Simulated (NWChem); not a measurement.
## Correlation energy of methane (CH₄)

```xyz
5

C      0.0000     0.0000     0.0000
H      0.0000     0.8966     0.6340
H      0.0000    -0.8966     0.6340
H     -0.8966     0.0000    -0.6340
H      0.8966     0.0000    -0.6340
```
Charge 0, spin multiplicity 1.

All runs are NWChem calculations. Structure: optimised with PBE0/def2-SVP, a minimum by its harmonic frequencies.

Basis set: 6-31G*. Each correlation energy counts from its own Hartree-Fock reference.

```
method        correlation energy (mHa)  difference from CCSD(T)
------------  ------------------------  -----------------------
MP2                             -136.8                    +23.6
SCS-MP2                         -141.0                    +19.4
CCSD                            -157.7                     +2.7
CCSD+T(CCSD)                    -160.6                     -0.2
CCSD(T)                         -160.4                      0.0
CR-CCSD[T]                      -160.3                     +0.2
CR-CCSD(T)                      -160.1                     +0.3
CCSDT                           -160.8                     -0.4
```

The values span 24.0 mHa, from CCSDT (lowest) to MP2 (highest). 

The correlated methods keep 1 core orbital frozen. The Pople sets run with spherical d functions. Coupled-cluster values serve here as a point of comparison, not as the truth.
